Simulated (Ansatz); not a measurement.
# Worked example: correlation energy of BSiH₂ (H-bridged), quartet

Geometry: that of the BSiH2 (H-bridged), doublet, kept fixed. The doublet lies 3.1 eV lower here.

```xyz
4

Si    0.0000   -0.0053    0.5948
B     0.0000   -0.0779   -1.2479
H     0.0000    1.1505   -0.7602
H     0.0000   -0.1670   -2.4296
```

Basis cc-pVTZ; Ansatz 0.2.0. Only valence electrons are correlated (noble-gas cores frozen), which leaves 9 electrons in 86 orbitals. R marks a restricted (for open shells ROHF) determinant, U an unrestricted one.

Full CI isn't at hand for all of this; UCCSDT(Q) serves as the reference, and is uncertain by about the last step of the cluster series.

Runs differ by some tens of microhartree through their thresholds and, for an open shell, their frozen cores, so steps under 0.03 kcal/mol mean nothing.

```csv
level,total energy (hartree)
UHF,-314.595568
UMP2,-314.769424
UCCSD,-314.800710
UCCSD(T),-314.810952
UCCSDT,-314.812566
UCCSDT(Q),-314.813224
```

Problem. What is the correlation energy at UCCSDT(Q), and what share of it do UMP2 and UCCSD recover?

Solution. E(corr) = -314.813224 − (-314.595568) = -0.217656 hartree = -5.923 eV. UMP2: -0.173856 / -0.217656 = 79.88 %. UCCSD: -0.205142 / -0.217656 = 94.25 %.

Problem. By how many kcal/mol does UCCSD(T) miss UCCSDT(Q) (1 hartree = 627.509 kcal/mol), and which steps make up the rest?

Solution. -314.810952 − (-314.813224) = 0.002272 hartree = 1.43 kcal/mol. Steps: UCCSDT − UCCSD(T) = -1.01, UCCSDT(Q) − UCCSDT = -0.41 kcal/mol. Differences between like states or geometries often cancel part of this.
